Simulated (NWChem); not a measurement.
**SiH4 (SMILES [H][Si]([H])([H])[H]) at 5 levels**

We compute a comparison of 5 runs (HF/STO-3G, wB97X/aug-cc-pVDZ, B3LYP/6-31G*, wB97X/def2-SVP, M06-2X/pcseg-2) of SiH4. 

The results are computed with NWChem 7.3.0.

## 1. The structure to begin with

SiH4: 5 atoms, total charge 0, spin state singlet. SMILES: `[H][Si]([H])([H])[H]`. The coordinates come from a GFN2-xTB relaxation.

Bond lengths: Si1–H2 1.461 Å, Si1–H3 1.461 Å, Si1–H4 1.461 Å, Si1–H5 1.461 Å. Angles: H2–Si1–H3 109.5°, H2–Si1–H4 109.5°, H2–Si1–H5 109.5°, H3–Si1–H4 109.5°, H3–Si1–H5 109.5°, H4–Si1–H5 109.5°.

## 2. Energy and forces at HF/STO-3G (run 1)

The input, run.py:

```python
from ase import Atoms
from ase.calculators.nwchem import NWChem

atoms = Atoms(['Si', 'H', 'H', 'H', 'H'], positions=[
    [0.000060, -0.000040, 0.000090],
    [0.011300, -0.019430, 1.460880],
    [1.373450, 0.011260, -0.497760],
    [-0.696580, 1.196700, -0.465720],
    [-0.688230, -1.188490, -0.497490],
])

calc = NWChem(
    label='h4si',
    theory='scf',
    memory='2200 mb',
    basis='STO-3G',
    basispar='spherical bse',
    scf={'nopen': '0', 'rhf': None, 'thresh': '1e-08', 'maxiter': '80'},
)
atoms.calc = calc

forces = atoms.get_forces()
e = atoms.get_potential_energy()
print(f"E = {e:.6f} eV")
print("forces (eV/A):")
for s, f in zip(atoms.symbols, forces):
    print(f"{s:2s} {f[0]:10.5f} {f[1]:10.5f} {f[2]:10.5f}")
print("dipole (e A):", atoms.get_dipole_moment().round(4))
```

Run with:

```bash
$ export ASE_NWCHEM_COMMAND="nwchem PREFIX.nwi > PREFIX.nwo"
$ python run.py
```

The program printed:

```text
E = -7834.538562 eV
forces (eV/A):
Si   -0.00093    0.00519   -0.00015
H    -0.00782    0.01460   -1.11231
H    -1.04335   -0.00833    0.37960
H     0.53088   -0.91120    0.35528
H     0.52121    0.89973    0.37764
dipole (e A): [ 0.0001 -0.      0.0001]
```

The calculator wrote h4si.nwi:

```
title "h4si"

permanent_dir h4si

scratch_dir h4si

start h4si

geometry units angstrom nocenter noautosym noautoz
  Si 6.0000000000000002e-05 -4.0000000000000003e-05 9.0000000000000006e-05
  H  1.1299999999999999e-02 -1.9429999999999999e-02 1.4608800000000000e+00
  H  1.3734500000000001e+00 1.1259999999999999e-02 -4.9775999999999998e-01
  H  -6.9657999999999998e-01 1.1967000000000001e+00 -4.6572000000000002e-01
  H  -6.8823000000000001e-01 -1.1884900000000000e+00 -4.9748999999999999e-01
end

memory 2200 mb

basis spherical bse noprint
   * library STO-3G
end

scf
  nopen 0
  rhf
  thresh 1e-08
  maxiter 80
end

task scf gradient
```

h4si.nwo:

```text
Northwest Computational Chemistry Package (NWChem) 7.3.0
             --------------------------------------------------------

           Job information
           ---------------

    nwchem branch   = 7.3.0
    use scalapack   = T
    input           = h4si.nwi
    prefix          = h4si.
    data base       = h4si/h4si.db
    status          = startup
    nproc           =        1

           Memory information
           ------------------

    heap     =     72089596 doubles =      550.0 Mbytes
    stack    =     72089601 doubles =      550.0 Mbytes
    global   =    144179200 doubles =     1100.0 Mbytes (distinct from heap & stack)
    total    =    288358397 doubles =     2200.0 Mbytes
    verify   = yes
    hardfail = no

[... 125 lines left out ...]
 Convergence threshold     :          1.000E-08
[... 11 lines left out ...]
       Final RHF  results
[... 3 lines left out ...]
      One-electron energy =   -443.405512422630
[... 1 line left out ...]
 Nuclear repulsion energy =     21.615748512187
[... 21 lines left out ...]
                       ROHF Final Molecular Orbital Analysis
[... 137 lines left out ...]
    atom               coordinates                        gradient
                 x          y          z           x          y          z
   1 Si      0.000113  -0.000076   0.000170    0.000018  -0.000101   0.000003
   2 H       0.021354  -0.036717   2.760663    0.000152  -0.000284   0.021631
   3 H       2.595444   0.021278  -0.940630    0.020290   0.000162  -0.007382
   4 H      -1.316345   2.261435  -0.880083   -0.010324   0.017720  -0.006909
   5 H      -1.300566  -2.245920  -0.940120   -0.010136  -0.017497  -0.007344

                 ----------------------------------------
                 |  Time  |  1-e(secs)   |  2-e(secs)   |
                 ----------------------------------------
                 |  CPU   |       0.00   |       0.01   |
                 ----------------------------------------
                 |  WALL  |       0.00   |       0.01   |
                 ----------------------------------------

 Task  times  cpu:        0.1s     wall:        0.1s
 Total times  cpu:        0.1s     wall:        0.1s
```

Wall time 1 s (1 thread of Intel Xeon 6975P-C (Granite Rapids), shared host); peak memory 0.099 GiB.

## 3. Energy and forces at wB97X/aug-cc-pVDZ (run 2)

The input, run.py:

```python
from ase import Atoms
from ase.calculators.nwchem import NWChem

atoms = Atoms(['Si', 'H', 'H', 'H', 'H'], positions=[
    [0.000060, -0.000040, 0.000090],
    [0.011300, -0.019430, 1.460880],
    [1.373450, 0.011260, -0.497760],
    [-0.696580, 1.196700, -0.465720],
    [-0.688230, -1.188490, -0.497490],
])

calc = NWChem(
    label='a',
    theory='dft',
    memory='2200 mb',
    basis='aug-cc-pVDZ',
    basispar='spherical bse',
    dft={'xc': 'wb97x', 'mult': '1', 'grid': 'xfine', 'convergence': 'energy 1e-08', 'iterations': '100', 'mulliken': None, 'print': 'low'},
)
atoms.calc = calc

forces = atoms.get_forces()
print(f"energy = {atoms.get_potential_energy():.6f} eV")
print("forces (eV/A):")
for s, f in zip(atoms.symbols, forces):
    print(f"{s:2s} {f[0]:10.5f} {f[1]:10.5f} {f[2]:10.5f}")
```

Run with:

```bash
$ export ASE_NWCHEM_COMMAND="nwchem PREFIX.nwi > PREFIX.nwo"
$ python run.py
```

The program printed:

```text
energy = -7942.021412 eV
forces (eV/A):
Si   -0.00031    0.00401    0.00072
H     0.00555   -0.00874    0.65095
H     0.61398    0.00530   -0.22163
H    -0.31013    0.53335   -0.20718
H    -0.30910   -0.53392   -0.22291
```

The calculator wrote a.nwi:

```
title "a"

permanent_dir a

scratch_dir a

start a

geometry units angstrom nocenter noautosym noautoz
  Si 6.0000000000000002e-05 -4.0000000000000003e-05 9.0000000000000006e-05
  H  1.1299999999999999e-02 -1.9429999999999999e-02 1.4608800000000000e+00
  H  1.3734500000000001e+00 1.1259999999999999e-02 -4.9775999999999998e-01
  H  -6.9657999999999998e-01 1.1967000000000001e+00 -4.6572000000000002e-01
  H  -6.8823000000000001e-01 -1.1884900000000000e+00 -4.9748999999999999e-01
end

memory 2200 mb

basis spherical bse noprint
   * library aug-cc-pVDZ
end

dft
  xc wb97x
  mult 1
  grid xfine
  convergence energy 1e-08
  iterations 100
  mulliken
  print low
end

task dft gradient
```

a.nwo:

```text
Northwest Computational Chemistry Package (NWChem) 7.3.0
             --------------------------------------------------------

           Job information
           ---------------

    nwchem branch   = 7.3.0
    use scalapack   = T
    input           = a.nwi
    prefix          = a.
    data base       = a/a.db
    status          = startup
    nproc           =        1

           Memory information
           ------------------

    heap     =     72089594 doubles =      550.0 Mbytes
    stack    =     72089599 doubles =      550.0 Mbytes
    global   =    144179200 doubles =     1100.0 Mbytes (distinct from heap & stack)
    total    =    288358393 doubles =     2200.0 Mbytes
    verify   = yes
    hardfail = no

[... 36 lines left out ...]
            Nuclear Dipole moment (a.u.)
[... 69 lines left out ...]
   convergence    iter        energy       DeltaE   RMS-Dens  Diis-err    time
[... 9 lines left out ...]
         Total DFT energy =     -291.863905978710
      One electron energy =     -446.232772740127
           Coulomb energy =      155.126946830342
    Exchange-Corr. energy =      -22.373828581112
 Nuclear repulsion energy =       21.615748512187
[... 33 lines left out ...]
                         DFT ENERGY GRADIENTS

    atom               coordinates                        gradient
                 x          y          z           x          y          z
   1 Si      0.000113  -0.000076   0.000170    0.000006  -0.000078  -0.000014
   2 H       0.021354  -0.036717   2.760663   -0.000108   0.000170  -0.012659
   3 H       2.595444   0.021278  -0.940630   -0.011940  -0.000103   0.004310
   4 H      -1.316345   2.261435  -0.880083    0.006031  -0.010372   0.004029
   5 H      -1.300566  -2.245920  -0.940120    0.006011   0.010383   0.004335

 Task  times  cpu:       23.6s     wall:       23.6s
 Total times  cpu:       23.6s     wall:       23.6s
```

Run time: 25 s. Hardware: 1 thread of Intel Xeon 6975P-C (Granite Rapids), shared host; peak memory 0.13 GiB.

Runs 3 to 4 aren't shown in full; the table further down has their settings and results.

## 4. Energy and forces at M06-2X/pcseg-2 (run 5)

Edit run.py of step 3 so:

```diff
@@ -12,8 +12,8 @@
 calc = NWChem(
-    label='a',
+    label='h4si',
     theory='dft',
     memory='2200 mb',
-    basis='aug-cc-pVDZ',
+    basis='pcseg-2',
     basispar='spherical bse',
-    dft={'xc': 'wb97x', 'mult': '1', 'grid': 'xfine', 'convergence': 'energy 1e-08', 'iterations': '100', 'mulliken': None, 'print': 'low'},
+    dft={'xc': 'm06-2x', 'mult': '1', 'grid': 'fine', 'convergence': 'energy 1e-08', 'iterations': '100', 'mulliken': None},
 )
@@ -26 +26,2 @@
     print(f"{s:2s} {f[0]:10.5f} {f[1]:10.5f} {f[2]:10.5f}")
+print("dipole (e A):", atoms.get_dipole_moment().round(4))
```

Run with:

```bash
$ export ASE_NWCHEM_COMMAND="nwchem PREFIX.nwi > PREFIX.nwo"
$ python run.py
```

The program printed:

```text
energy = -7941.922183 eV
forces (eV/A):
Si    0.00026    0.00401    0.00139
H     0.00242   -0.00370    0.27573
H     0.26158    0.00242   -0.09395
H    -0.13154    0.22677   -0.08783
H    -0.13277   -0.22950   -0.09534
dipole (e A): [ 0.0001 -0.0001  0.0001]
```

The calculator wrote h4si.nwi:

```
title "h4si"

permanent_dir h4si

scratch_dir h4si

start h4si

geometry units angstrom nocenter noautosym noautoz
  Si 6.0000000000000002e-05 -4.0000000000000003e-05 9.0000000000000006e-05
  H  1.1299999999999999e-02 -1.9429999999999999e-02 1.4608800000000000e+00
  H  1.3734500000000001e+00 1.1259999999999999e-02 -4.9775999999999998e-01
  H  -6.9657999999999998e-01 1.1967000000000001e+00 -4.6572000000000002e-01
  H  -6.8823000000000001e-01 -1.1884900000000000e+00 -4.9748999999999999e-01
end

memory 2200 mb

basis spherical bse noprint
   * library pcseg-2
end

dft
  xc m06-2x
  mult 1
  grid fine
  convergence energy 1e-08
  iterations 100
  mulliken
end

task dft gradient
```

h4si.nwo:

```text
Northwest Computational Chemistry Package (NWChem) 7.3.0
             --------------------------------------------------------

           Job information
           ---------------

    nwchem branch   = 7.3.0
    use scalapack   = T
    input           = h4si.nwi
    prefix          = h4si.
    data base       = h4si/h4si.db
    status          = startup
    nproc           =        1

           Memory information
           ------------------

    heap     =     72089594 doubles =      550.0 Mbytes
    stack    =     72089599 doubles =      550.0 Mbytes
    global   =    144179200 doubles =     1100.0 Mbytes (distinct from heap & stack)
    total    =    288358393 doubles =     2200.0 Mbytes
    verify   = yes
    hardfail = no

[... 96 lines left out ...]
  convergence criterion.
[... 37 lines left out ...]
          Spatial weights used:  Erf1
[... 70 lines left out ...]
         Total DFT energy =     -291.860259356650
[... 3 lines left out ...]
 Nuclear repulsion energy =       21.615748512187
[... 705 lines left out ...]
          Convergence on gradient requested:  5.00D-04
[... 24 lines left out ...]
          total energy or number of iterations.
[... 28 lines left out ...]
    atom               coordinates                        gradient
                 x          y          z           x          y          z
   1 Si      0.000113  -0.000076   0.000170   -0.000005  -0.000078  -0.000027
   2 H       0.021354  -0.036717   2.760663   -0.000047   0.000072  -0.005362
   3 H       2.595444   0.021278  -0.940630   -0.005087  -0.000047   0.001827
   4 H      -1.316345   2.261435  -0.880083    0.002558  -0.004410   0.001708
   5 H      -1.300566  -2.245920  -0.940120    0.002582   0.004463   0.001854

                 ----------------------------------------
                 |  Time  |  1-e(secs)   |  2-e(secs)   |
                 ----------------------------------------
                 |  CPU   |       0.00   |       1.26   |
                 ----------------------------------------
                 |  WALL  |       0.00   |       1.26   |
                 ----------------------------------------

 Task  times  cpu:        9.9s     wall:        9.9s
 Total times  cpu:       10.0s     wall:       10.0s
```

It took 11 s on 1 thread of Intel Xeon 6975P-C (Granite Rapids), shared host; peak memory 0.13 GiB.

## 5. All runs side by side

```csv
run,level,iteration cap,module,energy (Eh),dipole moment (D),HOMO energy (eV),LUMO energy (eV),wall time
1,HF/STO-3G,80,scf,-287.913984,0.00,-11.59,14.69,1 s
2,wB97X/aug-cc-pVDZ,100,dft,-291.863906,–,–,–,25 s
3,B3LYP/6-31G* (spherical functions),100,dft,-291.881057,0.00,-9.66,1.46,3.6 s
4,wB97X/def2-SVP,100,dft,-291.775212,0.00,-12.41,3.71,11 s
5,M06-2X/pcseg-2,100,dft,-291.860259,0.00,-11.16,1.52,11 s
```

## 6. Results

| quantity | value |
| --- | --- |
| run 5: total energy | -291.86026 Eh |
| run 5: dipole moment | 0.00 D |
| run 5: HOMO energy | -11.16 eV |
| run 5: LUMO energy | 1.52 eV |
| run 5: HOMO–LUMO gap | 12.68 eV |
| run 5: largest force on an atom | 0.282 eV/Å |

Over runs 1, 3, 4, 5 the HOMO–LUMO gap runs from 11.12 eV (B3LYP/6-31G*) to 26.27 eV (HF/STO-3G). The two ends differ in method and basis. Totals of different functionals can't be ranked against each other. In run 1 the basis is minimal, so the values are rough. All runs together took 51 s, the longest 25 s.
